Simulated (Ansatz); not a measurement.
Cost and result for the atomization energy of C4H8S2, SMILES `C1CSCSC1` (14 atoms, 14 bonds).

```json
{"atom": "C1", "x (Å)": "-0.531", "y (Å)": "-1.210", "z (Å)": "-0.308"}
{"atom": "C2", "x (Å)": "0.127", "y (Å)": "-0.898", "z (Å)": "1.032"}
{"atom": "S3", "x (Å)": "1.578", "y (Å)": "0.159", "z (Å)": "0.853"}
{"atom": "C4", "x (Å)": "0.755", "y (Å)": "1.719", "z (Å)": "0.437"}
{"atom": "S5", "x (Å)": "-0.833", "y (Å)": "1.541", "z (Å)": "-0.420"}
{"atom": "C6", "x (Å)": "-0.532", "y (Å)": "-0.023", "z (Å)": "-1.267"}
{"atom": "H7", "x (Å)": "-1.560", "y (Å)": "-1.535", "z (Å)": "-0.120"}
{"atom": "H8", "x (Å)": "-0.010", "y (Å)": "-2.043", "z (Å)": "-0.791"}
{"atom": "H9", "x (Å)": "-0.573", "y (Å)": "-0.408", "z (Å)": "1.711"}
{"atom": "H10", "x (Å)": "0.476", "y (Å)": "-1.808", "z (Å)": "1.523"}
{"atom": "H11", "x (Å)": "0.546", "y (Å)": "2.295", "z (Å)": "1.340"}
{"atom": "H12", "x (Å)": "1.462", "y (Å)": "2.278", "z (Å)": "-0.178"}
{"atom": "H13", "x (Å)": "-1.322", "y (Å)": "-0.119", "z (Å)": "-2.013"}
{"atom": "H14", "x (Å)": "0.416", "y (Å)": "0.052", "z (Å)": "-1.801"}
```

The species carries charge 0 and has multiplicity 1. All single points use the PBE0-D4/def2-TZVP geometry. Program: Ansatz. All runs use 2 threads of an AMD EPYC 7R13 on a shared host and a share of an NVIDIA H100 80 GB. Times are those of one run each, without the atoms' runs, and a repeat can differ threefold. Electronic energies, without spin–orbit coupling; frozen cores. CCSD(T)/CBS adds CCSD(T) − MP2 in def2-TZVPP to the MP2 limit, and its time is that of the two runs behind it. T1 = 0.011. B3LYP takes the VWN-RPA correlation (the form of Gaussian; ORCA's B3LYP/G).

CCSD(T)/CBS is a level of theory with its own doubt, some kJ/mol a heavy atom from the limit and from the frozen cores, so smaller differences don't rank the functionals.

| level | functions | wall time | atomization (kJ/mol) | difference from CCSD(T)/CBS | per bond |
| --- | --- | --- | --- | --- | --- |
| PBE-D4/def2-TZVPP (with forces) | 320 | 2.9 s | 5521.3 | 142.5 | 10.2 |
| PBE0-D4/def2-TZVPP | 320 | 3.3 s | 5442.6 | 63.8 | 4.6 |
| r2SCAN-D4/def2-TZVPP (with forces) | 320 | 3.7 s | 5403.8 | 25.0 | 1.8 |
| B3LYP-D4/def2-TZVPP (with forces) | 320 | 4.1 s | 5366.9 | -11.9 | -0.8 |
| ωB97X-V/def2-TZVPP | 320 | 6 s | 5404.6 | 25.8 | 1.8 |
| MP2/def2-QZVPP | 608 | 6.5 s | 5409.5 | 30.7 | 2.2 |
| B2PLYP/def2-TZVPP | 320 | 7 s | 5304.0 | -74.8 | -5.3 |
| ωB97M-V/def2-TZVPP (with forces) | 320 | 7.5 s | 5409.8 | 31.0 | 2.2 |
| CCSD(T)/def2-TZVPP | 320 | 11 s | 5238.7 | -140.1 | -10.0 |
| CCSD(T)/CBS(def2) | – | 18 s | 5378.8 | 0.0 | 0.0 |

From PBE to PBE0 (25 % exact exchange), in def2-TZVPP and without D4, the atomization energy moves by −72.3 kJ/mol: exact exchange takes away binding that semilocal exchange gives to molecules. In def2-TZVPP, CCSD(T) changes the Hartree–Fock value by +1331.9 kJ/mol (the triples alone add +89.5 kJ/mol) and MP2 by +1420.8 kJ/mol; breaking electron pairs costs correlation energy, which Hartree–Fock lacks. The D4 term adds +66.5 kJ/mol with B3LYP and +34.6 kJ/mol with PBE0; it sums over pairs of atoms, weighted by their polarisabilities, and B3LYP, whose exchange is more repulsive, gets the larger term.
